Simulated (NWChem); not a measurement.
**CH3AlCl (SMILES [CH3][Al][Cl]) at UCCSD/SBKJC-VDZ (core potential)**

Aim: the vertical ionisation energy of CH3AlCl at UCCSD/SBKJC-VDZ (core potential), from 2 runs. 

The results are computed with NWChem 7.3.0.

## 1. Starting point

CH3AlCl has 6 atoms, charge 0, and is taken as a doublet. As SMILES, `[CH3][Al][Cl]`. The coordinates come from a PBE0-D4/def2-TZVP relaxation.

Bond lengths: C1–Al2 1.964 Å, Al2–Cl3 2.122 Å, C1–H4 1.093 Å, C1–H5 1.094 Å, C1–H6 1.094 Å. Angles: C1–Al2–Cl3 117.4°, Al2–C1–H4 110.2°, Al2–C1–H5 110.4°, Al2–C1–H6 110.4°, H4–C1–H5 109.1°, H4–C1–H6 109.1°, H5–C1–H6 107.5°.

## 2. The energy at UCCSD/SBKJC-VDZ (core potential)

Input file geom.nw:

```
start geom
title "CH3AlCl energy"
memory stack 880 mb heap 220 mb global 1100 mb
charge 0

geometry units angstrom noautosym nocenter noautoz
   C       -0.441400       0.449000      -0.287200
   Al       0.123100      -1.352900       0.254500
   Cl       2.028600      -1.546300       1.168800
   H        0.335300       1.177300      -0.041400
   H       -1.368200       0.727800       0.222100
   H       -0.635200       0.481000      -1.363100
end

basis spherical bse
   * library SBKJC-VDZ
end

ecp bse
   C library SBKJC-VDZ
   Al library SBKJC-VDZ
   Cl library SBKJC-VDZ
end

scf
   doublet
   uhf
   thresh 1e-08
   maxiter 80
   noprint "final vectors analysis"
end

tce
   scf
   ccsd
   maxiter 60
end

task tce energy
```

Launch:

```sh
nwchem geom.nw > geom.out
```

Log:

```text
[...]
  functions       =    30
[...]
  wavefunction    = UHF
[...]
         Total SCF energy =    -23.833516391487
      One electron energy =    -85.477021205338
      Two electron energy =     37.523877176626
 Nuclear repulsion energy =     24.119627637225
                       Sz =      0.5000
                 Sz(Sz+1) =      0.7500
                      S^2 =      0.7551
[...]
         Wavefunction type : Unrestricted Hartree-Fock
          No. of electrons :    17
[...]
         Spin multiplicity : doublet
[...]
 CCSD total energy / hartree       =       -23.990297055629132
[...]
```

Run time: 1.8 s. Hardware: 1 thread of Intel Xeon 6975P-C (Granite Rapids), shared host; peak memory 0.13 GiB.

## 3. The singlet cation

Input file m1.nw:

```
start m1
memory total 2200 mb
charge 1
geometry units angstroms noautosym nocenter noautoz
  C     -0.441400     0.449000    -0.287200
  Al     0.123100    -1.352900     0.254500
  Cl     2.028600    -1.546300     1.168800
  H      0.335300     1.177300    -0.041400
  H     -1.368200     0.727800     0.222100
  H     -0.635200     0.481000    -1.363100
end
basis spherical bse
  * library SBKJC-VDZ
end
ecp bse
  C library SBKJC-VDZ
  Al library SBKJC-VDZ
  Cl library SBKJC-VDZ
end
scf
  singlet
  rhf
  thresh 1e-08
  maxiter 80
  noprint "final vectors analysis"
end
ccsd
  maxiter 60
end
task ccsd energy
```

Launch:

```sh
nwchem m1.nw > m1.out
```

Log:

```text
[...]
  functions       =    30
[...]
  wavefunction    = RHF
[...]
         Total SCF energy =    -23.542353095064
      One-electron energy =    -81.816075169322
      Two-electron energy =     34.154094437033
 Nuclear repulsion energy =     24.119627637225
        Time for solution =      0.3s
[...]
 Total MP2 energy:            -23.684925166043133
[...]
             energy      energy      error      ampl     ampl      Block
                                                time     time      time
[...]
 Total CCSD energy:            -23.709704896013161
[...]
```

Wall time 2.4 s (1 thread of Intel Xeon 6975P-C (Granite Rapids), shared host); peak memory 0.1 GiB.

## 4. Results

At UCCSD/SBKJC-VDZ (core potential):

| quantity | value |
| --- | --- |
| doublet CH3AlCl: total energy | -23.99030 Eh |
| doublet CH3AlCl: correlation energy | -156.8 mEh |
| doublet CH3AlCl: ⟨S²⟩ of the reference determinant | 0.755 |
| singlet cation: total energy | -23.70970 Eh |
| singlet cation: correlation energy | -167.4 mEh |
| vertical ionisation energy (to the singlet cation) | 7.635 eV |

**Reading.** The vertical ionisation energy comes to 7.64 eV (737 kJ/mol). Only the singlet of the ionised species was computed; a triplet could lie lower. Mulliken charges (doublet CH3AlCl) run from -0.69 on C1 to +0.62 on Al2.
